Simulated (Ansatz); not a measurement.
System: A-type hexagonal La2O3. Method: HSE06+SOC (PAW; Ansatz, a quantum-chemistry and plane-wave program).

Run with plane-wave cutoff 460 eV, 6×6×4 k mesh (along the axes of the cell as run), Fermi–Dirac smearing 0.01 eV, PAW data made under PBE.

Cell (measured lattice):

```
CELL_PARAMETERS angstrom
      3.93400     0.00000     0.00000
     -1.96700     3.40694     0.00000
      0.00000     0.00000     6.13000
ATOMIC_POSITIONS crystal
  La 0.33333 0.66667 0.24748
  La 0.66667 0.33333 0.75252
  O  0.00000 0.00000 0.00000
  O  0.33333 0.66667 0.64507
  O  0.66667 0.33333 0.35493
```

Task: Give the computed band gap, smallest direct gap on the k points sampled and direct gap at Γ.

Result: 
- band gap = 5.24 eV (on the SCF k mesh) (indirect)
- smallest direct gap on the k points sampled = 5.40 eV
- direct gap at Γ = 6.12 eV

Note: cell and atoms aren't relaxed at this level (largest force component 0.04 eV/Å, pressure -1.0 GPa).
